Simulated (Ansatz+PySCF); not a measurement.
## doublet C2H6S(+): levels of theory in one basis

```yaml
atoms:
  - { symbol: C, position_ang: [0.0000, 1.3667, -0.5137] }
  - { symbol: S, position_ang: [0.0000, 0.0000, 0.6643] }
  - { symbol: C, position_ang: [0.0000, -1.3667, -0.5137] }
  - { symbol: H, position_ang: [0.0000, 2.2967, 0.0573] }
  - { symbol: H, position_ang: [0.8916, 1.3457, -1.1446] }
  - { symbol: H, position_ang: [-0.8916, 1.3457, -1.1446] }
  - { symbol: H, position_ang: [0.0000, -2.2967, 0.0573] }
  - { symbol: H, position_ang: [-0.8916, -1.3457, -1.1446] }
  - { symbol: H, position_ang: [0.8916, -1.3457, -1.1446] }
```

Basis set: cc-pVTZ on H, C; cc-pV(T+d)Z on S (spherical functions). Left uncorrelated: 7 orbitals. Correlation on ROHF uses semicanonical orbitals with singles. Charge 1, multiplicity 2.

Computed with Ansatz (development build ahead of 0.2.0) and PySCF 2.14.0; each method stands on the lowest determinant of its kind that the runs found.

| method | E − E(ROHF) (eV) | <S²> of the determinant |
| --- | --- | --- |
| ROHF | 0.00 | 0.75 |
| UHF | -0.17 | 0.77 |
| ROHF-MP2 | -13.73 | – |
| UHF-MP2 | -13.69 | 0.77 |
